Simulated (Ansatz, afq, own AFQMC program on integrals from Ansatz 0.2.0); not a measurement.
**Si$_{2}$, singlet in 6-31G, levels against full CI**

```yaml
atoms:
  - { symbol: Si, position_ang: [0.0000, 0.0000, 0.0000] }
  - { symbol: Si, position_ang: [0.0000, 0.0000, 2.2861] }
```

Basis 6-31G. Only valence electrons are correlated. Ansatz 0.2.0 and our own AFQMC program on the same integrals; the CISD trial comes from CCSD amplitudes, and released means the phaseless constraint is let go. Uncertainties: one standard error, sampling alone.

Determinant: RHF, the one that the program's search chose, which needn't be the lowest solution. The geometry is a PBE0/def2-TZVP stationary point of this or a neighbouring charge and spin state.

Full CI on the same integrals is exact in this basis and with this determinant's frozen core.

Cautions: another spin lies lower (by 636 meV); restricted determinant unstable towards unrestricted (UHF 2.10 eV lower, ⟨S²⟩ 1.63); the search met a lower determinant of the same kind, perhaps of another symmetry (1.24 eV lower), and this one is a saddle point; strong correlation (T1 0.034, weight of the determinant 0.76, largest double 0.20); CCSD(T) is in doubt: in a space of 8 electrons in 8 natural orbitals full CI lies 95 meV below it; the released energies are still falling, so no released level is given (meV from the phaseless value at times in 1/Eh: -20 ± 4 at 0.24, -39 ± 5 at 0.51, -60 ± 4 at 0.99, -86 ± 3 at 1.62, -106 ± 3 at 2.40); CCSDTQ on the UHF determinant differs (634 meV lower), perhaps since the unrestricted series falls towards higher spin.

```
T1 diagnostic                               : 0.0344
weight of the determinant in the CISD state : 0.761
size of the correlated space                : 8 electrons in 16 orbitals
```

```csv
level,correlation energy (eV)
MP2,-3.7129
CCSD,-4.0706
CCSD(T),-4.3106
```

(1) Estimate where phaseless AFQMC with the Hartree–Fock trial lies against CCSD(T) on the same integrals.

(1) 332.4 ± 22.6 meV above CCSD(T).

Reference: full CI, correlation energy -4.428 eV.

```
        level  E − E(reference) (meV)  share of correlation (%)
      CCSD(T)                   117.7                     97.34
        CCSDT                    96.7                     97.82
     CCSDT(Q)                     1.5                     99.97
       CCSDTQ                    12.3                     99.72
  ph-AFQMC/HF            450.2 ± 22.6                     89.83
ph-AFQMC/CISD             168.1 ± 4.6                     96.20
```

CCSDT and higher add their correlation energy to the determinant of the CCSD(T) run, since their own runs factorise the integrals more tightly (a shift of under 2 meV). A walk keeps the symmetry of its determinant, which the program's search chose and which needn't be the lowest solution, so a lower state of the same spin and another symmetry isn't excluded.
